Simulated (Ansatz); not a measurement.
# C₂H₂F₂: vertical ionisation energy

How much energy removes an electron from C₂H₂F₂ at fixed geometry? The cation is run at each level and the neutral's energy taken from earlier runs.

Computed with Ansatz 0.2.0, Gaussian basis. Level: unrestricted cation, the program's frozen cores in correlated methods.

The runs, in order: UKS PBE-D4/def2-TZVPP; UKS r2SCAN-D4/def2-TZVPP; UKS PBE0-D4/def2-TZVPP; UKS B3LYP-D4/def2-TZVPP; UKS wB97X-V/def2-TZVPP; UKS wB97M-V/def2-TZVPP; UKS B2PLYP/def2-TZVPP; UHF-CCSD(T)/def2-TZVPP; UHF-MP2/def2-QZVPP; extrapolation to the limit; then −ε(HOMO) from the neutral's earlier runs with LDA (SPW92), PBE-D4, revPBE-D4, BLYP-D4, r2SCAN-D4, B97M-V, PBE0-D4, B3LYP-D4, r2SCANh-D4, r2SCAN0-D4, HSE06-D4, BHLYP-D4, CAM-B3LYP-D4, LC-ωPBE, ωB97X-V, ωB97M-V.

### 1 The relaxed structure

An earlier PBE0-D4/def2-TZVP relaxation fixed the geometry.

SMILES `F/C=C\F`, 6 atoms, charge 0, spin multiplicity 1.

Atoms are counted from 1 here; the program's logs count them from 0.

Bond lengths: F1–C2 1.330 Å, C2–C3 1.320 Å, C2–H5 1.082 Å, C3–F4 1.330 Å, C3–H6 1.082 Å. Angles: F1–C2–C3 122.8°, F1–C2–H5 114.8°, C3–C2–H5 122.4°, C2–C3–F4 122.8°, C2–C3–H6 122.4°, F4–C3–H6 114.8°.

### 2 Cation, UKS PBE-D4/def2-TZVPP

Input file in.yaml:

```yaml
crystal:
  periodic: [false, false, false]
  atoms:
    - {symbol: F, position_ang: [0.176424, -0.841587, -1.505974]}
    - {symbol: C, position_ang: [0.404458, 0.027007, -0.525398]}
    - {symbol: C, position_ang: [-0.328064, 0.075480, 0.571869]}
    - {symbol: F, position_ang: [-1.355630, -0.740060, 0.788639]}
    - {symbol: H, position_ang: [1.239147, 0.694110, -0.694860]}
    - {symbol: H, position_ang: [-0.136345, 0.785051, 1.365723]}
basis:
  gaussian: {orbitals: def2-TZVPP}
total_charge: 1
magnetization: {spin_polarized: true, initial_magnetization: 1}
hamiltonian: {xc: pbe, dispersion: d4}
```

Started as:

```console
ansatz run in.yaml --threads 4 --pin off --events-out ev --progress --plain --max-ram 10444MiB
```

After this run come: Cation, UKS r2SCAN-D4/def2-TZVPP; Cation, UKS PBE0-D4/def2-TZVPP; Cation, UKS B3LYP-D4/def2-TZVPP; Cation, UKS wB97X-V/def2-TZVPP; Cation, UKS wB97M-V/def2-TZVPP; Cation, UKS B2PLYP (frozen core)/def2-TZVPP; Cation, UHF-CCSD(T)/def2-TZVPP; Cation, UHF-MP2/def2-QZVPP.

Q: Predict the results of all the runs planned. Wanted: ionisation energy, CCSD(T)/CBS; nearest functional by difference; nearest −ε(HOMO); −ε(HOMO) of PBE; T1 of the cation.

As calculated:

| quantity | value |
| --- | --- |
| ionisation energy, CCSD(T)/CBS | 10.62 eV |
| nearest functional by difference | B3LYP-D4 (-0.29 eV) |
| nearest −ε(HOMO) | LC-ωPBE (-0.26 eV) |
| −ε(HOMO) of PBE | 6.24 eV |
| T1 of the cation | 0.023 |

By cation minus neutral, the functionals miss by 0.50 eV at most. The PBE orbital energy is 4.4 eV too small: a semilocal HOMO is no ionisation energy. Among orbital estimates LC-ωPBE comes nearest. Hartree-Fock falls 1.28 eV short, as the neutral has more correlation energy than the cation.
